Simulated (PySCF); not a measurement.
## Calculated NMR data

[PySCF: B3LYP/pcJ-1 coupling constants (spin–dipole term left out of most H,H and C,H couplings); shieldings: GIAO PBE0/pcSseg-1; geometry: PBE0-D3(BJ)/def2-SVP; in vacuum; a single conformation; rapidly exchanging positions averaged; no relativistic terms]

Shifts are taken against calculated references (same method and geometry level): ¹H and ¹³C vs TMS. Multiplet labels drop J under 1 Hz and among equivalent protons, and merge close values. Unscaled 3J(H,H) run several per cent high. Shifts are as computed. Against solution values, carbons near 30 ppm lie about +2 ppm off and those near 130 ppm about +5 ppm. Of 1211 compounds with measured shifts, 218 miss one by over three times the rms of a fit or turn the order of signals round; such compounds aren't used in these exercises. OH and NH positions are gas-phase values without hydrogen bonding to other molecules.

**1.** `Nc1ccc(C#N)cc1`, C7H6N2. ¹H NMR (600 MHz, computed): δ 7.48 (d, J = 9.4 Hz, 2H), 6.49 (d, J = 9.4 Hz, 2H), 3.50 (br s, 2H). ¹³C{¹H} NMR (computed): δ 153.0 (C), 141.3 (CH), 124.6 (C), 115.8 (CH), 104.8 (C).

**2.** `N#COc1ccccc1`, C7H5NO. ¹H NMR (600 MHz, computed): δ 7.58 (dd, J = 9.4, 8.3 Hz, 2H), 7.40 (d, J = 9.4 Hz, 2H), 7.39 (t, J = 8.3 Hz, 1H). ¹³C{¹H} NMR (computed): δ 157.9, 136.1, 131.3, 119.7, 112.3.
